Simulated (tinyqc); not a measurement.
Inside a calculation (part 1 of 2). Method: RHF in the sto-3g basis, for CH3+, spin multiplicity 1. Computed by tinyqc, a small Python program that keeps every step (integrals from PySCF). Settings: charge = 1, multiplicity = 1, basis = sto-3g, energy threshold = 1e-08, iteration cap = 75, orthogonalisation = symmetric, start = Wolfsberg-Helmholz matrix, DIIS depth = 3, DIIS from iteration = 2, method = RHF. Command: `OMP_NUM_THREADS=1 python tinyqc.py 20307 20308 out.jsonl` (the two numbers bound the seeds that draw the settings). One thread of a shared host (Intel(R) Xeon(R) Processor @ 2.60GHz), about 0.08 s of CPU time with the checks. Later iterations appear only in the table of the cycle.

## One-electron integrals

Geometry (angstrom):
```
atom          x          y         z
C      0.000000   0.000000  0.053000
H      1.111000   0.000000  0.000000
H     -0.555000   0.962000  0.000000
H     -0.555000  -0.962000  0.000000
```

Basis sto-3g: exponents (1/bohr^2) and contraction coefficients of normalised primitives:
```
element  l (shell)   exponent  coefficient
C            s (1)  71.616837     0.154329
C            s (1)  13.045096     0.535328
C            s (1)   3.530512     0.444635
C            s (2)   2.941249    -0.099967
C            s (2)   0.683483     0.399513
C            s (2)   0.222290     0.700115
C            p (3)   2.941249     0.155916
C            p (3)   0.683483     0.607684
C            p (3)   0.222290     0.391957
H            s (1)   3.425251     0.154329
H            s (1)   0.623914     0.535328
H            s (1)   0.168855     0.444635
```

Overlap, kinetic and nuclear-attraction integrals over the contracted functions; the nuclear repulsion is the sum of Za Zb / Rab.

nuclear repulsion = 9.39093421 hartree

overlap S, order 1C 1s, 1C 2s, 1C 2px, 1C 2py, 1C 2pz, 2H 1s, 3H 1s, 4H 1s:
```
[[1.000000, 0.248362, 0.000000, 0.000000, 0.000000, 0.059122, 0.059175, 0.059175],
 [0.248362, 1.000000, 0.000000, 0.000000, 0.000000, 0.478018, 0.478236, 0.478236],
 [0.000000, 0.000000, 1.000000, 0.000000, 0.000000, 0.459003, -0.229441, -0.229441],
 [0.000000, 0.000000, 0.000000, 1.000000, 0.000000, 0.000000, 0.397699, -0.397699],
 [0.000000, 0.000000, 0.000000, 0.000000, 1.000000, -0.021897, -0.021911, -0.021911],
 [0.059122, 0.478018, 0.459003, 0.000000, -0.021897, 1.000000, 0.134925, 0.134925],
 [0.059175, 0.478236, -0.229441, 0.397699, -0.021911, 0.134925, 1.000000, 0.134881],
 [0.059175, 0.478236, -0.229441, -0.397699, -0.021911, 0.134925, 0.134881, 1.000000]]
```

kinetic energy T (hartree), order 1C 1s, 1C 2s, 1C 2px, 1C 2py, 1C 2pz, 2H 1s, 3H 1s, 4H 1s:
```
[[15.891122, -0.085890, 0.000000, 0.000000, 0.000000, -0.011207, -0.011197, -0.011197],
 [-0.085890, 0.472250, 0.000000, 0.000000, 0.000000, 0.099742, 0.099862, 0.099862],
 [0.000000, 0.000000, 1.477728, 0.000000, 0.000000, 0.247369, -0.123730, -0.123730],
 [0.000000, 0.000000, 0.000000, 1.477728, 0.000000, 0.000000, 0.214466, -0.214466],
 [0.000000, 0.000000, 0.000000, 0.000000, 1.477728, -0.011801, -0.011816, -0.011816],
 [-0.011207, 0.099742, 0.247369, 0.000000, -0.011801, 0.760032, -0.009000, -0.009000],
 [-0.011197, 0.099862, -0.123730, 0.214466, -0.011816, -0.009000, 0.760032, -0.009004],
 [-0.011197, 0.099862, -0.123730, -0.214466, -0.011816, -0.009000, -0.009004, 0.760032]]
```

nuclear attraction V (hartree), order 1C 1s, 1C 2s, 1C 2px, 1C 2py, 1C 2pz, 2H 1s, 3H 1s, 4H 1s:
```
[[-35.080367, -4.546797, 0.000002, 0.000000, 0.002327, -1.101147, -1.102150, -1.102150],
 [-4.546797, -6.581030, -0.000008, 0.000000, 0.024026, -2.657848, -2.659358, -2.659358],
 [0.000002, -0.000008, -6.599839, 0.000000, -0.000003, -2.363248, 1.181457, 1.181457],
 [0.000000, 0.000000, 0.000000, -6.600056, 0.000000, 0.000000, -2.047902, 2.047902],
 [0.002327, 0.024026, -0.000003, 0.000000, -6.417495, 0.118349, 0.118439, 0.118439],
 [-1.101147, -2.657848, -2.363248, 0.000000, 0.118349, -4.574661, -0.688447, -0.688447],
 [-1.102150, -2.659358, 1.181457, -2.047902, 0.118439, -0.688447, -4.575511, -0.688357],
 [-1.102150, -2.659358, 1.181457, 2.047902, 0.118439, -0.688447, -0.688357, -4.575511]]
```

core Hamiltonian H = T + V (hartree), order 1C 1s, 1C 2s, 1C 2px, 1C 2py, 1C 2pz, 2H 1s, 3H 1s, 4H 1s:
```
[[-19.189245, -4.632687, 0.000002, 0.000000, 0.002327, -1.112354, -1.113347, -1.113347],
 [-4.632687, -6.108780, -0.000008, 0.000000, 0.024026, -2.558105, -2.559496, -2.559496],
 [0.000002, -0.000008, -5.122111, 0.000000, -0.000003, -2.115878, 1.057726, 1.057726],
 [0.000000, 0.000000, 0.000000, -5.122328, 0.000000, 0.000000, -1.833436, 1.833436],
 [0.002327, 0.024026, -0.000003, 0.000000, -4.939767, 0.106548, 0.106623, 0.106623],
 [-1.112354, -2.558105, -2.115878, 0.000000, 0.106548, -3.814629, -0.697447, -0.697447],
 [-1.113347, -2.559496, 1.057726, -1.833436, 0.106623, -0.697447, -3.815479, -0.697361],
 [-1.113347, -2.559496, 1.057726, 1.833436, 0.106623, -0.697447, -0.697361, -3.815479]]
```

## Two-electron integrals

Functions are numbered as in S; the eight-fold symmetry (ij|kl) = (ji|kl) = (kl|ij) leaves the list below.

Two-electron integrals (ij|kl) in chemists' order, unique and non-zero (hartree):
```
(11|11) 3.541948    (21|11) 0.576921    (21|21) 0.111888    (22|11) 0.854682
(22|21) 0.205284    (22|22) 0.624709    (31|31) 0.020296    (32|31) 0.030858
(32|32) 0.137996    (33|11) 0.852436    (33|21) 0.205335    (33|22) 0.624568
(33|33) 0.672833    (41|41) 0.020296    (42|41) 0.030858    (42|42) 0.137996
(43|43) 0.036269    (44|11) 0.852436    (44|21) 0.205335    (44|22) 0.624568
(44|33) 0.600295    (44|44) 0.672833    (51|51) 0.020296    (52|51) 0.030858
(52|52) 0.137996    (53|53) 0.036269    (54|54) 0.036269    (55|11) 0.852436
(55|21) 0.205335    (55|22) 0.624568    (55|33) 0.600295    (55|44) 0.600295
(55|55) 0.672833    (61|11) 0.138370    (61|21) 0.026664    (61|22) 0.048800
(61|31) 0.001637    (61|32) 0.003037    (61|33) 0.049151    (61|44) 0.048632
(61|51) -0.000078   (61|52) -0.000145   (61|53) -0.000025   (61|55) 0.048633
(61|61) 0.006499    (62|11) 0.321218    (62|21) 0.078130    (62|22) 0.260334
(62|31) 0.007432    (62|32) 0.050468    (62|33) 0.272330    (62|44) 0.254196
(62|51) -0.000355   (62|52) -0.002408   (62|53) -0.000865   (62|55) 0.254237
(62|61) 0.019409    (62|62) 0.140378    (63|11) 0.269244    (63|21) 0.066354
(63|22) 0.234445    (63|31) 0.013599    (63|32) 0.084512    (63|33) 0.257876
(63|44) 0.222588    (63|51) -0.000263   (63|52) -0.002020   (63|53) -0.001208
(63|55) 0.222623    (63|61) 0.017288    (63|62) 0.150258    (63|63) 0.175532
(64|41) 0.008078    (64|42) 0.042179    (64|43) 0.009967    (64|54) -0.000475
(64|64) 0.017605    (65|11) -0.012844   (65|21) -0.003165   (65|22) -0.011184
(65|31) -0.000263   (65|32) -0.002020   (65|33) -0.011351   (65|44) -0.010619
(65|51) 0.008091    (65|52) 0.042275    (65|53) 0.010002    (65|55) -0.011571
(65|61) -0.000825   (65|62) -0.007168   (65|63) -0.007534   (65|65) 0.017964
(66|11) 0.465712    (66|21) 0.115224    (66|22) 0.435352    (66|31) 0.014130
(66|32) 0.127515    (66|33) 0.481144    (66|44) 0.412127    (66|51) -0.000674
(66|52) -0.006083   (66|53) -0.003292   (66|55) 0.412284    (66|61) 0.029082
(66|62) 0.293137    (66|63) 0.347090    (66|65) -0.016558   (66|66) 0.774606
(71|11) 0.138496    (71|21) 0.026689    (71|22) 0.048844    (71|31) -0.000819
(71|32) -0.001519   (71|33) 0.048805    (71|41) 0.001420    (71|42) 0.002633
(71|43) -0.000225   (71|44) 0.049065    (71|51) -0.000078   (71|52) -0.000145
(71|53) 0.000012    (71|54) -0.000021   (71|55) 0.048677    (71|61) 0.006293
(71|62) 0.018209    (71|63) 0.015096    (71|64) 0.000659    (71|65) -0.000775
(71|66) 0.026684    (71|71) 0.006511    (72|11) 0.321411    (72|21) 0.078177
(72|22) 0.260477    (72|31) -0.003716   (72|32) -0.025231   (72|33) 0.258866
(72|41) 0.006442    (72|42) 0.043734    (72|43) -0.007852   (72|44) 0.267947
(72|51) -0.000355   (72|52) -0.002409   (72|53) 0.000433    (72|54) -0.000750
(72|55) 0.254378    (72|61) 0.018204    (72|62) 0.101076    (72|63) 0.084481
(72|64) 0.011953    (72|65) -0.005018   (72|66) 0.165325    (72|71) 0.019438
(72|72) 0.140515    (73|11) -0.134608   (73|21) -0.033174   (73|22) -0.117205
(73|31) 0.009464    (73|32) 0.052782    (73|33) -0.123161   (73|41) -0.002391
(73|42) -0.018330   (73|43) 0.011960    (73|44) -0.117036   (73|51) 0.000132
(73|52) 0.001010    (73|53) -0.000659   (73|54) 0.000317    (73|55) -0.111295
(73|61) -0.006969   (73|62) -0.031854   (73|63) -0.015787   (73|64) -0.002795
(73|65) 0.001550    (73|66) -0.041883   (73|71) -0.008651   (73|72) -0.075150
(73|73) 0.057091    (74|11) 0.233321    (74|21) 0.057501    (74|22) 0.203156
(74|31) -0.002391   (74|32) -0.018330   (74|33) 0.196203    (74|41) 0.012228
(74|42) 0.073979    (74|43) -0.010742   (74|44) 0.220137    (74|51) -0.000228
(74|52) -0.001750   (74|53) 0.000317    (74|54) -0.001026   (74|55) 0.192911
(74|61) 0.013399    (74|62) 0.079138    (74|63) 0.065705    (74|64) 0.020503
(74|65) -0.003849   (74|66) 0.129770    (74|71) 0.014995    (74|72) 0.130261
(74|73) -0.068407   (74|74) 0.136198    (75|11) -0.012855   (75|21) -0.003168
(75|22) -0.011193   (75|31) 0.000132    (75|32) 0.001010    (75|33) -0.010810
(75|41) -0.000228   (75|42) -0.001750   (75|43) 0.000317    (75|44) -0.011176
(75|51) 0.008097    (75|52) 0.042303    (75|53) -0.005001   (75|54) 0.008668
(75|55) -0.011580   (75|61) -0.000775   (75|62) -0.005018   (75|63) -0.004109
(75|64) -0.000581   (75|65) 0.012104    (75|66) -0.008723   (75|71) -0.000826
(75|72) -0.007177   (75|73) 0.003769    (75|74) -0.006533   (75|75) 0.017985
(76|11) 0.081946    (76|21) 0.019986    (76|22) 0.068718    (76|31) 0.000795
(76|32) 0.005708    (76|33) 0.069337    (76|41) 0.001376    (76|42) 0.009879
(76|43) 0.000378    (76|44) 0.069772    (76|51) -0.000152   (76|52) -0.001088
(76|53) -0.000145   (76|54) -0.000251   (76|55) 0.066977    (76|61) 0.004841
(76|62) 0.033122    (76|63) 0.032815    (76|64) 0.003556    (76|65) -0.001859
(76|66) 0.064478    (76|71) 0.004845    (76|72) 0.033136    (76|73) -0.013320
(76|74) 0.030209    (76|75) -0.001860   (76|76) 0.009507    (77|11) 0.465857
(77|21) 0.115259    (77|22) 0.435455    (77|31) -0.007065   (77|32) -0.063740
(77|33) 0.429464    (77|41) 0.012245    (77|42) 0.110483    (77|43) -0.029882
(77|44) 0.464019    (77|51) -0.000675   (77|52) -0.006087   (77|53) 0.001646
(77|54) -0.002854   (77|55) 0.412381    (77|61) 0.026668    (77|62) 0.165270
(77|63) 0.133314    (77|64) 0.028559    (77|65) -0.008719   (77|66) 0.273838
(77|71) 0.029117    (77|72) 0.293301    (77|73) -0.173525   (77|74) 0.300776
(77|75) -0.016571   (77|76) 0.064478    (77|77) 0.774606    (81|11) 0.138496
(81|21) 0.026689    (81|22) 0.048844    (81|31) -0.000819   (81|32) -0.001519
(81|33) 0.048805    (81|41) -0.001420   (81|42) -0.002633   (81|43) 0.000225
(81|44) 0.049065    (81|51) -0.000078   (81|52) -0.000145   (81|53) 0.000012
(81|54) 0.000021    (81|55) 0.048677    (81|61) 0.006293    (81|62) 0.018209
(81|63) 0.015096    (81|64) -0.000659   (81|65) -0.000775   (81|66) 0.026684
(81|71) 0.006298    (81|72) 0.018220    (81|73) -0.008118   (81|74) 0.012751
(81|75) -0.000775   (81|76) 0.004598    (81|77) 0.026691    (81|81) 0.006511
(82|11) 0.321411    (82|21) 0.078177    (82|22) 0.260477    (82|31) -0.003716
(82|32) -0.025231   (82|33) 0.258866    (82|41) -0.006442   (82|42) -0.043734
(82|43) 0.007852    (82|44) 0.267947    (82|51) -0.000355   (82|52) -0.002409
(82|53) 0.000433    (82|54) 0.000750    (82|55) 0.254378    (82|61) 0.018204
(82|62) 0.101076    (82|63) 0.084481    (82|64) -0.011953   (82|65) -0.005018
(82|66) 0.165325    (82|71) 0.018220    (82|72) 0.101118    (82|73) -0.052574
(82|74) 0.067214    (82|75) -0.005021   (82|76) 0.025389    (82|77) 0.165327
(82|81) 0.019438    (82|82) 0.140515    (83|11) -0.134608   (83|21) -0.033174
(83|22) -0.117205   (83|31) 0.009464    (83|32) 0.052782    (83|33) -0.123161
(83|41) 0.002391    (83|42) 0.018330    (83|43) -0.011960   (83|44) -0.117036
(83|51) 0.000132    (83|52) 0.001010    (83|53) -0.000659   (83|54) -0.000317
(83|55) -0.111295   (83|61) -0.006969   (83|62) -0.031854   (83|63) -0.015787
(83|64) 0.002795    (83|65) 0.001550    (83|66) -0.041883   (83|71) -0.008118
(83|72) -0.052574   (83|73) 0.038639    (83|74) -0.034241   (83|75) 0.002557
(83|76) -0.010104   (83|77) -0.091349   (83|81) -0.008651   (83|82) -0.075150
(83|83) 0.057091    (84|11) -0.233321   (84|21) -0.057501   (84|22) -0.203156
(84|31) 0.002391    (84|32) 0.018330    (84|33) -0.196203   (84|41) 0.012228
(84|42) 0.073979    (84|43) -0.010742   (84|44) -0.220137   (84|51) 0.000228
(84|52) 0.001750    (84|53) -0.000317   (84|54) -0.001026   (84|55) -0.192911
(84|61) -0.013399   (84|62) -0.079138   (84|63) -0.065705   (84|64) 0.020503
(84|65) 0.003849    (84|66) -0.129770   (84|71) -0.012751   (84|72) -0.067214
(84|73) 0.034241    (84|74) -0.033989   (84|75) 0.003270    (84|76) -0.017518
(84|77) -0.101207   (84|81) -0.014995   (84|82) -0.130261   (84|83) 0.068407
(84|84) 0.136198    (85|11) -0.012855   (85|21) -0.003168   (85|22) -0.011193
(85|31) 0.000132    (85|32) 0.001010    (85|33) -0.010810   (85|41) 0.000228
(85|42) 0.001750    (85|43) -0.000317   (85|44) -0.011176   (85|51) 0.008097
(85|52) 0.042303    (85|53) -0.005001   (85|54) -0.008668   (85|55) -0.011580
(85|61) -0.000775   (85|62) -0.005018   (85|63) -0.004109   (85|64) 0.000581
(85|65) 0.012104    (85|66) -0.008723   (85|71) -0.000775   (85|72) -0.005021
(85|73) 0.002557    (85|74) -0.003270   (85|75) 0.012110    (85|76) -0.001383
(85|77) -0.008723   (85|81) -0.000826   (85|82) -0.007177   (85|83) 0.003769
(85|84) 0.006533    (85|85) 0.017985    (86|11) 0.081946    (86|21) 0.019986
(86|22) 0.068718    (86|31) 0.000795    (86|32) 0.005708    (86|33) 0.069337
(86|41) -0.001376   (86|42) -0.009879   (86|43) -0.000378   (86|44) 0.069772
(86|51) -0.000152   (86|52) -0.001088   (86|53) -0.000145   (86|54) 0.000251
(86|55) 0.066977    (86|61) 0.004841    (86|62) 0.033122    (86|63) 0.032815
(86|64) -0.003556   (86|65) -0.001859   (86|66) 0.064478    (86|71) 0.004598
(86|72) 0.025389    (86|73) -0.010104   (86|74) 0.017518    (86|75) -0.001383
(86|76) 0.007596    (86|77) 0.040924    (86|81) 0.004845    (86|82) 0.033136
(86|83) -0.013320   (86|84) -0.030209   (86|85) -0.001860   (86|86) 0.009507
(87|11) 0.081942    (87|21) 0.019985    (87|22) 0.068707    (87|31) -0.001588
(87|32) -0.011398   (87|33) 0.069976    (87|44) 0.069111    (87|51) -0.000152
(87|52) -0.001088   (87|53) 0.000290    (87|55) 0.066968    (87|61) 0.004594
(87|62) 0.025374    (87|63) 0.020217    (87|65) -0.001382   (87|66) 0.040914
(87|71) 0.004845    (87|72) 0.033127    (87|73) -0.019476   (87|74) 0.026644
(87|75) -0.001860   (87|76) 0.007594    (87|77) 0.064454    (87|81) 0.004845
(87|82) 0.033127    (87|83) -0.019476   (87|84) -0.026644   (87|85) -0.001860
(87|86) 0.007594    (87|87) 0.009500    (88|11) 0.465857    (88|21) 0.115259
(88|22) 0.435455    (88|31) -0.007065   (88|32) -0.063740   (88|33) 0.429464
(88|41) -0.012245   (88|42) -0.110483   (88|43) 0.029882    (88|44) 0.464019
(88|51) -0.000675   (88|52) -0.006087   (88|53) 0.001646    (88|54) 0.002854
(88|55) 0.412381    (88|61) 0.026668    (88|62) 0.165270    (88|63) 0.133314
(88|64) -0.028559   (88|65) -0.008719   (88|66) 0.273838    (88|71) 0.026691
(88|72) 0.165327    (88|73) -0.091349   (88|74) 0.101207    (88|75) -0.008723
(88|76) 0.040924    (88|77) 0.273810    (88|81) 0.029117    (88|82) 0.293301
(88|83) -0.173525   (88|84) -0.300776   (88|85) -0.016571   (88|86) 0.064478
(88|87) 0.064454    (88|88) 0.774606
```

## Orthogonalisation

S = U s U^T; symmetric (Loewdin) form X = U s^(-1/2) U^T, so that X^T S X = 1.

eigenvalues of S: [0.273239, 0.366100, 0.366383, 0.962718, 1.003180, 1.498678, 1.499019, 2.030684]

X, order 1C 1s, 1C 2s, 1C 2px, 1C 2py, 1C 2pz, 2H 1s, 3H 1s, 4H 1s:
```
[[1.028365, -0.165705, 0.000000, 0.000000, 0.001627, 0.025413, 0.025416, 0.025416],
 [-0.165705, 1.411334, -0.000070, 0.000000, -0.017344, -0.330340, -0.330605, -0.330605],
 [0.000000, -0.000070, 1.184702, 0.000000, 0.000004, -0.338545, 0.169281, 0.169281],
 [0.000000, 0.000000, 0.000000, 1.184980, 0.000000, 0.000000, -0.293454, 0.293454],
 [0.001627, -0.017344, 0.000004, 0.000000, 1.000777, 0.014850, 0.014865, 0.014865],
 [0.025413, -0.330340, -0.338545, 0.000000, 0.014850, 1.253358, -0.030800, -0.030800],
 [0.025416, -0.330605, 0.169281, -0.293454, 0.014865, -0.030800, 1.253655, -0.030852],
 [0.025416, -0.330605, 0.169281, 0.293454, 0.014865, -0.030800, -0.030852, 1.253655]]
```

## Starting guess

The start is the generalised Wolfsberg-Helmholz matrix (K = 1.75) built on H; D = 2 C_occ C_occ^T.

D at the start, order 1C 1s, 1C 2s, 1C 2px, 1C 2py, 1C 2pz, 2H 1s, 3H 1s, 4H 1s:
```
[[2.040516, -0.132023, -0.000009, 0.000000, 0.008137, -0.149434, -0.149523, -0.149523],
 [-0.132023, 0.730103, 0.000089, 0.000000, -0.025926, 0.299602, 0.299757, 0.299757],
 [-0.000009, 0.000089, 1.055639, 0.000000, 0.000004, 0.480153, -0.239991, -0.239991],
 [0.000000, 0.000000, 0.000000, 1.055168, 0.000000, 0.000000, 0.415759, -0.415759],
 [0.008137, -0.025926, 0.000004, 0.000000, 0.000927, -0.010799, -0.010809, -0.010809],
 [-0.149434, 0.299602, 0.480153, 0.000000, -0.010799, 0.345806, 0.018342, 0.018342],
 [-0.149523, 0.299757, -0.239991, 0.415759, -0.010809, 0.018342, 0.345971, 0.018334],
 [-0.149523, 0.299757, -0.239991, -0.415759, -0.010809, 0.018342, 0.018334, 0.345971]]
```

## Iteration 1: building the Fock matrix

J_ij = sum D_kl (ij|kl), K_ij = sum D_kl (ik|jl); F = H + J - 0.5 K; E = tr D H + tr D J / 2 - 0.25 tr D K + E_nn.

Coulomb J (hartree), order 1C 1s, 1C 2s, 1C 2px, 1C 2py, 1C 2pz, 2H 1s, 3H 1s, 4H 1s:
```
[[11.221899, 2.160981, 0.000000, 0.000000, -0.003838, 0.516598, 0.517064, 0.517064],
 [2.160981, 5.024975, 0.000009, 0.000000, -0.025852, 2.095513, 2.096664, 2.096664],
 [0.000000, 0.000009, 5.079191, 0.000000, 0.000002, 1.896344, -0.948025, -0.948025],
 [0.000000, 0.000000, 0.000000, 5.079260, 0.000000, 0.000000, 1.643261, -1.643261],
 [-0.003838, -0.025852, 0.000002, 0.000000, 4.900098, -0.096379, -0.096451, -0.096451],
 [0.516598, 2.095513, 1.896344, 0.000000, -0.096379, 3.584072, 0.551924, 0.551924],
 [0.517064, 2.096664, -0.948025, 1.643261, -0.096451, 0.551924, 3.584853, 0.551834],
 [0.517064, 2.096664, -0.948025, -1.643261, -0.096451, 0.551924, 0.551834, 3.584853]]
```

exchange K (hartree), order 1C 1s, 1C 2s, 1C 2px, 1C 2py, 1C 2pz, 2H 1s, 3H 1s, 4H 1s:
```
[[7.135580, 1.260014, 0.000004, 0.000000, 0.000601, 0.306543, 0.306813, 0.306813],
 [1.260014, 1.622290, -0.000015, 0.000000, -0.050265, 0.845596, 0.846012, 0.846012],
 [0.000004, -0.000015, 1.473069, 0.000000, 0.000010, 0.784141, -0.391991, -0.391991],
 [0.000000, 0.000000, 0.000000, 1.473161, 0.000000, 0.000000, 0.679382, -0.679382],
 [0.000601, -0.050265, 0.000010, 0.000000, 0.329552, -0.035650, -0.035677, -0.035677],
 [0.306543, 0.845596, 0.784141, 0.000000, -0.035650, 1.106294, 0.246447, 0.246447],
 [0.306813, 0.846012, -0.391991, 0.679382, -0.035677, 0.246447, 1.106838, 0.246375],
 [0.306813, 0.846012, -0.391991, -0.679382, -0.035677, 0.246447, 0.246375, 1.106838]]
```

Fock matrix F (hartree), order 1C 1s, 1C 2s, 1C 2px, 1C 2py, 1C 2pz, 2H 1s, 3H 1s, 4H 1s:
```
[[-11.535136, -3.101713, 0.000000, 0.000000, -0.001812, -0.749028, -0.749689, -0.749689],
 [-3.101713, -1.894949, 0.000009, 0.000000, 0.023306, -0.885390, -0.885838, -0.885838],
 [0.000000, 0.000009, -0.779454, 0.000000, -0.000006, -0.611605, 0.305697, 0.305697],
 [0.000000, 0.000000, 0.000000, -0.779648, 0.000000, 0.000000, -0.529866, 0.529866],
 [-0.001812, 0.023306, -0.000006, 0.000000, -0.204444, 0.027994, 0.028011, 0.028011],
 [-0.749028, -0.885390, -0.611605, 0.000000, 0.027994, -0.783704, -0.268747, -0.268747],
 [-0.749689, -0.885838, 0.305697, -0.529866, 0.028011, -0.268747, -0.784045, -0.268715],
 [-0.749689, -0.885838, 0.305697, 0.529866, 0.028011, -0.268747, -0.268715, -0.784045]]
```

total energy of this density = -38.72383158 hartree
